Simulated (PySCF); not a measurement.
Ammonia, `N`. The geometry is computed with GFN2-xTB (gas phase).

```
atom  x, y, z in Å
N1     0.0056    0.0027    0.2693
H2     0.9245   -0.1961   -0.1068
H3    -0.6303   -0.7005   -0.0865
H4    -0.2895    0.8987   -0.0989
```

(1) Which two atoms are farthest apart?

(2) Work out the bond lengths N1–H2, N1–H3, N1–H4 in pm.

(3) Where is the centre of mass (commonest isotopes), and what is the radius of gyration?

(4) What is the repulsion energy of the bare nuclei, Σ ZA·ZB/RAB?

(5) What are the angles H2–N1–H3, H3–N1–H4, H2–N1–H4?

Results:

(1) H3···H4, H2···H3 and H2···H4, 1.635 Å.

(2) For N1–H2 the difference vector is (0.9189, -0.1988, -0.3761) Å, of length 1.0126 Å. N1–H2 101.3; N1–H3 101.3; N1–H4 101.3 pm.

(3) Mass 17.027 u; centre at (0.005, 0.002, 0.204) Å; Rg = √(Σ m r²/M) = 0.422 Å. As Ia + Ib + Ic = 2 Σ m r², the three principal moments sum to 6.1 u·Å².

(4) 11.94 Eh over 6 pairs, with full nuclear charges and distances in bohr; the largest single term is 3.66 Eh (N1 with H2, or a pair equal to it).

(5) From the scalar product of the two bond vectors; for H2–N1–H3 it is -0.3108 Å² over 1.0126 × 1.0127 Å², cos θ = -0.3031. H2–N1–H3 107.6°; H3–N1–H4 107.7°; H2–N1–H4 107.6°.

No GFN2-xTB frequencies stand behind this structure, so it isn't proved a minimum.
